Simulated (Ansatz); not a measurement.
# BeNH2 (quartet): the correlation ladder, def2-TZVPP

The task here is to estimate one member of a computed series from the others.

Method: def2-TZVPP, core rule «outside noble gas», up to 2 orbitals frozen; program: Ansatz 0.2.0, Gaussian basis.

The runs, in order: UHF; ROHF; CCSD(T) on UHF.

## What is computed

The geometry is a PBE0/def2-TZVP stationary point (not a proven minimum).

4 atoms, charge 0, spin multiplicity 4.

Atoms are counted from 1 here; the program's logs count them from 0.

Bond lengths: N1–Be2 1.674 Å, N1–H3 1.024 Å, Be2–H4 1.461 Å. Angles: Be2–N1–H3 130.3°, N1–Be2–H4 80.9°.

The first run:

The input, in.yaml:

```yaml
crystal:
  periodic: [false, false, false]
  atoms:
    - {symbol: N, position_ang: [0.000000, -0.063984, 0.637289]}
    - {symbol: Be, position_ang: [0.000000, -0.131246, -1.035629]}
    - {symbol: H, position_ang: [0.000000, 0.743116, 1.267285]}
    - {symbol: H, position_ang: [0.000000, 1.319522, -0.863531]}
basis:
  gaussian: {orbitals: def2-TZVPP}
magnetization: {spin_polarized: true, initial_magnetization: 3}
hamiltonian: {xc: hf}
output: {orbitals: {seedname: orbitals}}
```

On the command line:

```sh
ansatz run in.yaml --threads 1 --pin off --events-out ev --progress --plain --max-ram 4096MiB --backend cpu
```

Among the steps run: UHF; ROHF; CCSD(T) on UHF.

One table of the session follows, with a row left open; its other results are not shown here.

| method | from UCCSD(T) (kcal/mol) |
| --- | --- |
| ROHF | +146.24 |
| UHF | +139.41 |
| UMP2 | +23.84 |
| UCCSD | ? |
| UCCSD(T) | 0 |

Estimate the missing values for UCCSD.

The run gave: from UCCSD(T) (kcal/mol): +4.36. In the column «from UCCSD(T) (kcal/mol)» it lies between UCCSD(T) (0) and UMP2 (+23.84).
